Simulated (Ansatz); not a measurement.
Geometry optimisation, UKS r2SCAN-D4/def2-SVP in Ansatz.

Input:

```yaml
crystal:
  periodic: [false, false, false]
  atoms:
    - { symbol: H, position_ang: [-0.1414, -0.7988, 0.5992] }
    - { symbol: H, position_ang: [0.3367, -1.3159, 1.2755] }
    - { symbol: O, position_ang: [-0.6756, -0.0807, -0.3155] }
    - { symbol: O, position_ang: [-0.0773, 1.1321, -0.413] }
    - { symbol: H, position_ang: [0.5576, 1.0633, -1.1462] }
magnetization:
  spin_polarized: true
  initial_magnetization: 1
basis:
  gaussian: { orbitals: def2-SVP }
hamiltonian:
  xc: r2scan
  dispersion: d4
relax:
  f_tol: 0.15
  max_steps: 25
  restrain:
    - { distance: [0, 2], at: 0.97, k: 30.0 }
    - { distance: [1, 0], at: 1.92, k: 30.0 }
output:
  orbitals: {}
```

Run as:

```bash
$ ansatz run input.yaml --threads 1 --pin off --max-ram 2048MiB --backend cpu --events-out ev --progress --plain --runs-dir out
```

**Question.** Where does it end, and by what steps?

**Answer.** The forces met the threshold. The restraints hold the end off the free minimum. After 5 steps the energy has risen by 0.148 eV (the restraints' own energy left out); H2 moved furthest, 0.52 Å. Joined: H1–O3.

```
step  energy less start (eV)  largest force component (eV/Å)  accepted
   0                  0.0000                           1.307       yes
   1                  0.3101                           2.466       yes
   2                  0.4194                           4.489       yes
   3                  0.1793                           0.942       yes
   4                  0.1499                           0.238       yes
   5                  0.1481                           0.128       yes
```

```xyz
5
Properties=species:S:1:pos:R:3
H -0.364 -0.578 0.321
H 0.577 -1.584 1.657
O -0.734 -0.090 -0.434
O 0.024 1.140 -0.348
H 0.498 1.111 -1.196
```

Time of the run: 13 s on 1 CPU thread of a shared host.
